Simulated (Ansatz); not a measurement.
Basis-set extrapolation for CH3ClO3, SMILES `OC(O)(O)Cl` (PBE0-D4/def2-TZVP geometry, frozen core, Ansatz 0.2.0). Multiplicity 1, RHF reference.

```csv
,def2-TZVPP,def2-QZVPP
HF,-723.841118,-723.865768
MP2 correlation,-1.070869,-1.160918
CCSD(T) correlation,-1.135400,not run
```

Energies in hartree. Use E(X) = E(∞) + A·exp(−7.88·√X) for Hartree–Fock and E(X) = E(∞) + B·X^(−2.97) for correlation, with X = 3 and 4, and add CCSD(T) minus MP2 of the smaller set to the MP2 limit.

Problem. What is the CCSD(T) energy at the basis-set limit?

Solution. HF limit: -723.865768 + (-0.024650) × 0.13774 = -723.86916. MP2 limit: -1.160918 + (-0.090049) × 0.74074 = -1.22762. Higher-order term: -1.135400 − (-1.070869) = -0.06453. Total: -725.16131 hartree, 485.2 kJ/mol below CCSD(T)/def2-TZVPP.
